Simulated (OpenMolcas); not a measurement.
**C2H3B (SMILES B1C=C1) at HCTH407/cc-pVDZ (RICD fitting)**

What is the electrostatic solvation energy at fixed shape (PCM, methylenechloride) of C2H3B at HCTH407/cc-pVDZ (RICD fitting)? 

Program for the calculation: OpenMolcas 26.06.

5 further runs of the same task are left out: 5 set aside as unsound or not needed.

### 1 The system as given

C2H3B: 6 atoms, total charge 0, spin state singlet. As SMILES, `B1C=C1`. The shape is that of a GFN2-xTB optimisation.

Bond lengths: B1–C2 1.484 Å, B1–C3 1.484 Å, C2–C3 1.353 Å, B1–H4 1.151 Å, C2–H5 1.071 Å, C3–H6 1.071 Å. Angles: B1–C2–C3 62.9°, C2–B1–C3 54.2°, B1–C3–C2 62.9°, B1–C2–H5 159.3°, C3–C2–H5 137.8°, C2–B1–H4 152.9°, C3–B1–H4 152.9°, B1–C3–H6 159.3°, C2–C3–H6 137.8°.

### 2 The charge distribution at HCTH407/cc-pVDZ (RICD fitting)

input.xyz

```xyz
6

B     -0.897340     0.053910    -0.232670
C      0.544820    -0.084810    -0.554930
C      0.213770     0.039360     0.751280
H     -2.010150     0.120770    -0.520510
H      1.434170    -0.200370    -1.140930
H      0.714730     0.071130     1.697750
```

mol.inp

```
>>> EXPORT MOLCAS_PRINT=2

&gateway
 coord = input.xyz
 basis = cc-pVDZ
 group = NoSym
 ricd
 acd

&seward

&scf
 ksdft = GGA_XC_HCTH_407
 prorbitals = 1 2

&localisation
 pipek-mezey
```

The run is started by

```console
$ export MOLCAS_MEM=1860
$ pymolcas mol.inp > mol.log
```

The program printed:

```text
--- Start Module: gateway ---
[...]
--- Stop Module: gateway /rc=_RC_ALL_IS_WELL_ ---
[...]
      Basis functions           57
[...]
--- Start Module: scf ---
[...]
       Convergence after  12 Iterations
[...]
::    Total KS-DFT energy                            -102.7994255144
[...]
      Total spin, S                                     0.0000000000
[...]
      Total electronic charge=   20.000000
      Total            charge=   -0.000000
[...]
      Dipole Moment (debye):
      Origin of the operator (angstrom)=   -0.0167    0.0010   -0.0044
                   X=  1.1177E+00               Y= -6.7314E-02               Z=  2.8982E-01           Total=  1.1566E+00
      Quadrupole Moment (debye*angstrom):
[...]
--- Stop Module: scf /rc=_RC_ALL_IS_WELL_ ---
[...]
--- Start Module: localisation ---
[...]
--- Stop Module: localisation /rc=_RC_ALL_IS_WELL_ ---
[...]
```

It took 4.2 s on 1 thread of Intel Xeon Platinum 8375C at 2.90GHz (Ice Lake), shared host; peak memory 0.22 GiB.

Atomic charges (e):

```
atom  Mulliken
  B1    -0.072
  C2    +0.062
  C3    +0.062
  H4    -0.010
  H5    -0.021
  H6    -0.021
```

### 3 Energy and one-electron properties at HCTH407/cc-pVDZ (RICD fitting, PCM methylenechloride)

input.xyz is that of step 2.

mol.input

```
* C2H3B Kohn-Sham DFT

&gateway
  coord
  input.xyz
  basis
  cc-pVDZ
  group
  NoSym
  ricd
  acd
  rf-input
  PCM-Model
  Solvent=methylenechloride
  End of RF-Input

&seward

&scf
  ksdft
  GGA_XC_HCTH_407
  prorbitals
  1 2

&localisation
  pipek-mezey
```

The run is started by

```console
$ export MOLCAS_MEM=1860
$ pymolcas mol.input > mol.log
```

The program printed:

```text
--- Start Module: gateway ---
[...]
--- Stop Module: gateway /rc=_RC_ALL_IS_WELL_ ---
[...]
      Basis functions           57
[...]
--- Start Module: scf ---
[...]
       Convergence after  12 Iterations
[...]
::    Total KS-DFT energy                            -102.8034034884
[...]
      Total spin, S                                     0.0000000000
[...]
      Total electronic charge=   20.000000
      Total            charge=   -0.000000
[...]
      Dipole Moment (debye):
      Origin of the operator (angstrom)=   -0.0167    0.0010   -0.0044
                   X=  1.2230E+00               Y= -7.1374E-02               Z=  3.1508E-01           Total=  1.2649E+00
      Quadrupole Moment (debye*angstrom):
[...]
--- Stop Module: scf /rc=_RC_ALL_IS_WELL_ ---
[...]
--- Start Module: localisation ---
[...]
--- Stop Module: localisation /rc=_RC_ALL_IS_WELL_ ---
[...]
```

Run time: 5.7 s. Hardware: 1 thread of Intel Xeon Platinum 8375C at 2.90GHz (Ice Lake), shared host; peak memory 0.22 GiB.

Atomic charges (e):

| atom | Mulliken |
| --- | --- |
| B1 | -0.143 |
| C2 | +0.051 |
| C3 | +0.051 |
| H4 | +0.042 |
| H5 | -0.000 |
| H6 | -0.000 |

### 4 Summary of results

Level: HCTH407/cc-pVDZ (RICD fitting).

| quantity | value |
| --- | --- |
| gas phase: total energy | -102.79943 Eh |
| gas phase: dipole moment | 1.16 D |
| gas phase: HOMO energy | -6.75 eV |
| gas phase: LUMO energy | -1.29 eV |
| gas phase: HOMO–LUMO gap | 5.46 eV |
| PCM, methylenechloride: total energy | -102.80340 Eh |
| PCM, methylenechloride: dipole moment | 1.26 D |
| PCM, methylenechloride: HOMO energy | -6.64 eV |
| PCM, methylenechloride: LUMO energy | -1.18 eV |
| PCM, methylenechloride: HOMO–LUMO gap | 5.47 eV |
| energy change from gas to solvent at fixed shape | -0.108 eV |

What this shows: The solvent model (PCM, methylenechloride) lowers the energy by 0.11 eV (−2.5 kcal/mol) at the same shape. It holds the electrostatic part alone, without cavity or dispersion terms.
